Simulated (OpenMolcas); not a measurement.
**quartet OH, step by step**

We compute a single-point energy (UHF/3-21G), then the energy (CASSCF(3,3)/3-21G), then a single-point energy (CASPT2(3,3)/3-21G), then the energy (SC-NEVPT2(3,3)/3-21G), then a single-point energy (MRCI(3,3)/3-21G) of quartet OH. 

Program for the calculation: OpenMolcas 26.06.

### Step 1. The structure to begin with

OH has 2 atoms, charge 0, and is taken as a quartet. As SMILES of the parent species, `[OH]`. The shape is that of a PBE0-D4/def2-TZVP optimisation. That shape belongs to the parent species and isn't relaxed for this state.

Bond lengths: O1–H2 0.973 Å.

### Step 2. The energy at UHF/3-21G (run 1)

File step1.inp:

```
* HO Hartree-Fock

&gateway
  baslib = $CurrDir
  basisset
  O.3-21G....
  O1 0.415880 -0.133150 0.214550 angstrom
  End of Basis
  basisset
  H.3-21G....
  H2 -0.415880 0.133150 -0.214550 angstrom
  End of Basis

&seward

&scf
  uhf
  spin = 4
  scramble = 0.25
  prorbitals = 1 1
```

The basis set 3-21G is read from a file made from the Basis Set Exchange's data (not shown).

On the command line:

```bash
$ export MOLCAS_MEM=1860
$ pymolcas step1.inp > step1.log
```

The log of the run:

```text
--- Start Module: gateway ---
[...]
--- Stop Module: gateway /rc=_RC_ALL_IS_WELL_ ---
--- Start Module: seward ---
[...]
      Basis functions           11
--- Stop Module: seward /rc=_RC_ALL_IS_WELL_ ---
--- Start Module: scf ---
[...]
       Convergence after  14 Iterations
[...]
::    Total SCF energy                                -74.7062301036
[...]
      Total spin, S                                     1.5009018220
[...]
      Total electronic charge=    9.000000
      Total            charge=   -0.000000
[...]
      Dipole Moment (debye):
      Origin of the operator (angstrom)=    0.3666   -0.1174    0.1891
                   X=  1.8313E+00               Y= -5.8631E-01               Z=  9.4474E-01           Total=  2.1424E+00
      Quadrupole Moment (debye*angstrom):
[...]
--- Stop Module: scf /rc=_RC_ALL_IS_WELL_ ---
[...]
```

Run time: 1.8 s. Hardware: 1 thread of Arm Neoverse V1, shared host; peak memory 0.37 GiB.

### Step 3. A single-point energy at CASSCF(3,3)/3-21G (run 2)

File step2.inp:

```
&GATEWAY
 BasLib=$CurrDir
 BasisSet
 O.3-21G....
 O1 0.415880 -0.133150 0.214550 angstrom
 End of Basis
 BasisSet
 H.3-21G....
 H2 -0.415880 0.133150 -0.214550 angstrom
 End of Basis

&SEWARD

&RASSCF
 FileOrb=$CurrDir/step1.UnaOrb
 Spin=4
 Nactel=3 0 0
 Inactive=3
 Ras2=3
 OrbListing=Nothing
 OrbAppear=Compact
```

The basis set 3-21G is read from a file made from the Basis Set Exchange's data (not shown).

On the command line:

```bash
$ export MOLCAS_MEM=1860
$ pymolcas step2.inp > step2.log
```

The log of the run:

```text
--- Start Module: gateway ---
[...]
--- Stop Module: gateway /rc=_RC_ALL_IS_WELL_ ---
--- Start Module: seward ---
[...]
      Basis functions           11
--- Stop Module: seward /rc=_RC_ALL_IS_WELL_ ---
--- Start Module: rasscf ---
[...]
      Number of active orbitals                  3
[...]
      Spin quantum number                      1.5
[...]
      Active orbitals                            3
[...]
      Number of CSFs                             1
[...]
      Number of root(s) required                 1
[...]
      Convergence after  7 iterations
[...]
      printout of CI-coefficients larger than  0.05 for root  1
      energy=     -74.702609
      conf/sym  111     Coeff  Weight
             1  uuu   1.00000 1.00000
      Natural orbitals and occupation numbers for root  1
      sym 1:   1.000000   1.000000   1.000000
      ************************************************************************************************************************
      *                                                    Final results                                                     *
[...]
::    RASSCF root number  1 Total energy:    -74.70260893
[...]
      Total electronic charge=    9.000000
      Total            charge=   -0.000000
[...]
      Dipole Moment (debye):
      Origin of the operator (angstrom)=    0.3666   -0.1174    0.1891
                   X=  1.8072E+00               Y= -5.7865E-01               Z=  9.3234E-01           Total=  2.1143E+00
      Quadrupole Moment (debye*angstrom):
[...]
--- Stop Module: rasscf /rc=_RC_ALL_IS_WELL_ ---
[...]
```

It took 1.7 s on 1 thread of Arm Neoverse V1, shared host; peak memory 0.37 GiB.

### Step 4. A single-point energy at CASPT2(3,3)/3-21G (run 3)

File step3.inp:

```
* HO CASPT2
&gateway
baslib
$CurrDir
basisset
O.3-21G....
O1 0.415880 -0.133150 0.214550 angstrom
End of Basis
basisset
H.3-21G....
H2 -0.415880 0.133150 -0.214550 angstrom
End of Basis
&seward
&rasscf
fileorb
$CurrDir/step2.RasOrb
spin
4
nactel
3 0 0
inactive
3
ras2
3
orblisting
Nothing
orbappear
Compact
&caspt2
imaginary
0.1
frozen
1
```

The basis set 3-21G is read from a file made from the Basis Set Exchange's data (not shown).

On the command line:

```bash
$ export MOLCAS_MEM=1860
$ pymolcas step3.inp > step3.log
```

The log of the run:

```text
--- Start Module: gateway ---
[...]
--- Stop Module: gateway /rc=_RC_ALL_IS_WELL_ ---
[...]
      Basis functions           11
[...]
--- Start Module: rasscf ---
[...]
      Number of active orbitals                  3
[...]
      Spin quantum number                      1.5
[...]
      Active orbitals                            3
[...]
      Number of CSFs                             1
[...]
      Number of root(s) required                 1
[...]
      Convergence after  4 iterations
[...]
      printout of CI-coefficients larger than  0.05 for root  1
      energy=     -74.702609
      conf/sym  111     Coeff  Weight
             1  uuu   1.00000 1.00000
      Natural orbitals and occupation numbers for root  1
      sym 1:   1.000000   1.000000   1.000000
      ************************************************************************************************************************
      *                                                    Final results                                                     *
[...]
::    RASSCF root number  1 Total energy:    -74.70260893
[...]
      Total electronic charge=    9.000000
      Total            charge=   -0.000000
[...]
      Dipole Moment (debye):
      Origin of the operator (angstrom)=    0.3666   -0.1174    0.1891
                   X=  1.8072E+00               Y= -5.7862E-01               Z=  9.3233E-01           Total=  2.1143E+00
      Quadrupole Moment (debye*angstrom):
[...]
--- Stop Module: rasscf /rc=_RC_ALL_IS_WELL_ ---
--- Start Module: caspt2 ---
[...]
 ###    WARNING: User changed nr of frozen orbitals.                         ###
 ###############################################################################
[...]
      E2 (Variational):          -0.0599529265
      Total energy:             -74.7625618529
[...]
      Reference weight:           0.98702
[...]
::    CASPT2 Root  1     Total energy:    -74.76256185
[...]
--- Stop Module: caspt2 /rc=_RC_ALL_IS_WELL_ ---
[...]
```

Wall time 1.7 s (1 thread of Arm Neoverse V1, shared host); peak memory 0.37 GiB.

### Step 5. The energy at SC-NEVPT2(3,3)/3-21G (run 4)

File step4.input:

```
&GATEWAY
 BasLib
 $CurrDir
 BasisSet
 O.3-21G....
 O1 0.415880 -0.133150 0.214550 angstrom
 End of Basis
 BasisSet
 H.3-21G....
 H2 -0.415880 0.133150 -0.214550 angstrom
 End of Basis

&SEWARD

&RASSCF
 FileOrb
 $CurrDir/step2.RasOrb
 Spin
 4
 Nactel
 3 0 0
 Inactive
 3
 Ras2
 3
 OrbListing
 Nothing
 OrbAppear
 Compact

&CASPT2
 SC-NEVPT2
 Frozen
 1
```

The basis set 3-21G is read from a file made from the Basis Set Exchange's data (not shown).

On the command line:

```bash
$ export MOLCAS_MEM=1860
$ pymolcas step4.input > step4.log
```

The log of the run:

```text
--- Start Module: gateway ---

                                              &GATEWAY

                       available to each process: 1.9 GB of memory, 1 thread

 Basis Set     1 Label: O.3-21G....
 Basis set is read from library:.
 basistype.tbl is not found

 Basis Set     2 Label: H.3-21G....
 Basis set is read from library:.
 basistype.tbl is not found

++    Symmetry information:
      ---------------------

                    Character Table for C1

                             E
                    a        1  x, y, xy, Rz, z, xz, Ry, yz, Rx, I
--

++    Basis set information:
      ----------------------

      Basis set label: O.3-21G.........

[... 151 lines left out ...]
                                         RASSCF iterations: Energy and convergence statistics
[... 19 lines left out ...]
      printout of CI-coefficients larger than  0.05 for root  1
[... 4 lines left out ...]
      Natural orbitals and occupation numbers for root  1
[... 10 lines left out ...]
      RASSCF energy for state  1                    -74.70260893
[... 13 lines left out ...]
      Von Neumann Entropy (Root   1) =  1.50000
[... 57 lines left out ...]
      Spin density orbitals for root   1 are written to the SPDORB.1 file
[... 74 lines left out ...]
 Compute H0 matrices for state    1
[... 4 lines left out ...]
********************************************************************************
  NEVPT2 EQUATION SOLUTION
--------------------------------------------------------------------------------
 ###############################################################################
 ###    Location: AixRd                                                      ###
 ###    File: LUCIEX                                                         ###
 ###    Premature abort while reading buffer from disk                       ###
 ###    End of file reached                                                  ###
 ###############################################################################

--- Stop Module: caspt2 /rc=-6 ---

.########################.
.# Non-zero return code #.
.########################.

    Timing: Wall=1.48 User=1.11 System=0.36
```

Run time: 1.7 s. Hardware: 1 thread of Arm Neoverse V1, shared host; peak memory 0.37 GiB.

The run ended with an error.

### Step 6. A single-point energy at MRCI(3,3)/3-21G (run 5)

File step5.input:

```
>>> EXPORT MOLCAS_PRINT=2

&GATEWAY
  BASLIB=$CurrDir
  BASISSET
  O.3-21G....
  O1 0.415880 -0.133150 0.214550 angstrom
  End of Basis
  BASISSET
  H.3-21G....
  H2 -0.415880 0.133150 -0.214550 angstrom
  End of Basis

&SEWARD

&RASSCF
  FILEORB=$CurrDir/step2.RasOrb
  SPIN=4
  NACTEL=3 0 0
  INACTIVE=3
  RAS2=3
  ORBLISTING=Nothing
  ORBAPPEAR=Compact

&MOTRA
  LUMORB
  FROZEN=1

&GUGA
  ELECTRONS=7
  SPIN=4
  INACTIVE=2
  ACTIVE=3
  CIALL=1

&MRCI
  SDCI
```

The basis set 3-21G is read from a file made from the Basis Set Exchange's data (not shown).

On the command line:

```bash
$ export MOLCAS_MEM=1860
$ pymolcas step5.input > step5.log
```

The log of the run:

```text
--- Start Module: gateway ---
[...]
--- Stop Module: gateway /rc=_RC_ALL_IS_WELL_ ---
[...]
      Basis functions           11
[...]
      Number of active orbitals                  3
[...]
      Spin quantum number                      1.5
[...]
      Active orbitals                            3
[...]
      Number of CSFs                             1
[...]
      Number of root(s) required                 1
[...]
      Convergence after  4 iterations
[...]
      printout of CI-coefficients larger than  0.05 for root  1
      energy=     -74.702609
      conf/sym  111     Coeff  Weight
             1  uuu   1.00000 1.00000
      Natural orbitals and occupation numbers for root  1
      sym 1:   1.000000   1.000000   1.000000
      ************************************************************************************************************************
      *                                                    Final results                                                     *
[...]
::    RASSCF root number  1 Total energy:    -74.70260893
[...]
      Dipole Moment (debye):
      Origin of the operator (angstrom)=    0.3666   -0.1174    0.1891
                   X=  1.8072E+00               Y= -5.7862E-01               Z=  9.3233E-01           Total=  2.1143E+00
      Quadrupole Moment (debye*angstrom):
[...]
      *** WARNING: Default frozen orbitals is overwritten by user input.
      *** Default values:   1
[...]
--- Start Module: guga ---
[...]
--- Stop Module: guga /rc=_RC_ALL_IS_WELL_ ---
--- Start Module: mrci ---
[...]
       (But an ACPF correction will be computed)
       USE THE DEFAULT ACPF G-VALUE GFAC=  0.28571428571428570
[...]
                      CI ENERGY:   -74.76799168
[...]
                ACPF CORRECTION:    -0.00076312
[...]
      Total electronic charge=    9.000000
      Total            charge=   -0.000000
[...]
     ACPF CORRECTION:     -0.00076312
[...]
  CI State   1     Total energy:    -74.76799168     QDav:     -0.00107339     QACPF:     -0.00076312
[...]
--- Stop Module: mrci /rc=_RC_ALL_IS_WELL_ ---
[...]
```

Wall time 1.8 s (1 thread of Arm Neoverse V1, shared host); peak memory 0.37 GiB.

### Step 7. Summary of results

```
                                                quantity                value
                          run 1, UHF/3-21G: total energy         -74.70623 Eh
                         run 1, UHF/3-21G: dipole moment               2.14 D
    run 1, UHF/3-21G: HOMO energy (highest over α and β)             -4.13 eV
     run 1, UHF/3-21G: LUMO energy (lowest over α and β)              1.48 eV
                                  run 1, UHF/3-21G: ⟨S²⟩                3.754
                  run 2, CASSCF(3,3)/3-21G: total energy         -74.70261 Eh
run 2, CASSCF(3,3)/3-21G: dipole moment (CASSCF density)               2.11 D
                  run 3, CASPT2(3,3)/3-21G: total energy         -74.76256 Eh
run 3, CASPT2(3,3)/3-21G: dipole moment (CASSCF density)               2.11 D
                    run 5, MRCI(3,3)/3-21G: total energy         -74.76799 Eh
  run 5, MRCI(3,3)/3-21G: dipole moment (CASSCF density)               2.11 D
                             run 4, SC-NEVPT2(3,3)/3-21G  no result (crashed)
```

In words: 1 of the 5 runs did not end normally.
